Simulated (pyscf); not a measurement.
Thermochemistry of product channels of HO–Al(OH)–F + hydrogen chloride (HCl) on the singlet surface, in kcal/mol, from CCSD(T)/def2-TZVPP + ΔMP2(QZVPP) energies (ideal gas, 1 atm, RRHO with modes under 100 cm⁻¹ raised to 100, one conformer, R ln 2 for chiral ones without a mode under 150 cm⁻¹). Optimised with ωB97X-D3(BJ)/def2-SVP in PySCF. MP2 and CC: frozen core, UHF for open shells. ΔMP2 is the change of the MP2 total energy from the triple- to the quadruple-zeta basis.

```
products                                       ΔE  ΔH(298 K)  ΔG(600 K)  ΔG(1200 K)
-------------------------------------  ----------  ---------  ---------  ----------
HO–Al(OH)–Cl + hydrogen fluoride (HF)        +4.9       +6.0       +6.2  (withheld)
water (H₂O) + HO–Al(F)–Cl              (withheld)       -3.9       -4.6        -4.6
```

### Question
What belongs in the gaps?

### Answer

- HO–Al(OH)–Cl + hydrogen fluoride (HF), ΔG(1200 K): +6.1
- water (H₂O) + HO–Al(F)–Cl, ΔE: -5.5

These are energies of the channels, which say nothing of barriers. The CCSD(T) − MP2 part came from Ansatz, without density fitting, on the same reference.
